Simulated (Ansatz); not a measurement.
# C3H4OS: the cost of one run

Program: Ansatz 0.2.0. Level of theory: UKS revPBE-D4/6-31G. These are calculated values, not measurements.

## Step 1: The starting structure

Bond lengths: C1–C2 1.357 Å, C2–C3 1.490 Å, C3–O4 1.289 Å, C3–S5 1.637 Å, C1–H6 1.146 Å, C1–H7 1.043 Å, C2–H8 1.066 Å, O4–H9 1.042 Å. Angles: C1–C2–C3 126.1°, C1–C2–H8 115.7°, C3–C2–H8 118.1°, C2–C1–H6 117.8°, C2–C1–H7 124.4°, H6–C1–H7 117.7°, C2–C3–O4 107.6°, C2–C3–S5 132.8°, O4–C3–S5 119.4°, C3–O4–H9 108.4°.

Coordinates:

```xyz
9

C     1.3493   -0.2029   -0.9455
C     0.3572   -0.5463   -0.0856
C    -0.7390    0.3426    0.3911
O    -1.4215   -0.3152    1.2642
S    -1.1058    1.9113    0.0998
H     1.3432    0.8609   -1.3717
H     2.0919   -0.8547   -1.2792
H     0.3986   -1.5415    0.2940
H    -2.1854    0.2996    1.6156
```

## Step 2: Preparing the start

input.yaml reads:

```yaml
crystal:
  periodic: [false, false, false]
  atoms:
    - { symbol: C, position_ang: [1.3493, -0.2029, -0.9455] }
    - { symbol: C, position_ang: [0.3572, -0.5463, -0.0856] }
    - { symbol: C, position_ang: [-0.739, 0.3426, 0.3911] }
    - { symbol: O, position_ang: [-1.4215, -0.3152, 1.2642] }
    - { symbol: S, position_ang: [-1.1058, 1.9113, 0.0998] }
    - { symbol: H, position_ang: [1.3432, 0.8609, -1.3717] }
    - { symbol: H, position_ang: [2.0919, -0.8547, -1.2792] }
    - { symbol: H, position_ang: [0.3986, -1.5415, 0.294] }
    - { symbol: H, position_ang: [-2.1854, 0.2996, 1.6156] }
magnetization:
  spin_polarized: true
basis:
  gaussian: { orbitals: "6-31G" }
hamiltonian:
  xc: revpbe
  dispersion: d4
relax:
  f_tol: 0.02
  max_steps: 40
```

Started as:

```sh
> ansatz run input.yaml --threads 1 --pin off --max-ram 2048MiB --backend cpu --events-out ev --progress --plain --runs-dir out
```

Q: Estimate wall time and peak memory on 1 thread of an x86-64 CPU, shared host.

About 22 s, with a peak of 0.17 GiB.
